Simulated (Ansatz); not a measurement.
CH4O, SMILES OC.

The structure is a stationary point at ωB97X-D3(BJ)/def2-TZVP.

Two levels are set side by side: PBE/def2-TZVPD (Ansatz, a first-principles code) and CAM-B3LYP/def2-TZVPD (Ansatz). Energy differences of separate SCF runs at the same geometry; the states with an electron removed or added have multiplicity 2 and 2. Differences are taken from unrounded values.

```json
[
 {"quantity": "vertical ionisation energy (eV)", "CAM-B3LYP": "10.99", "PBE": "10.71", "PBE minus CAM-B3LYP": "-0.28"},
 {"quantity": "vertical singlet–triplet gap (eV)", "CAM-B3LYP": "6.62", "PBE": "6.29", "PBE minus CAM-B3LYP": "-0.33"}
]
```
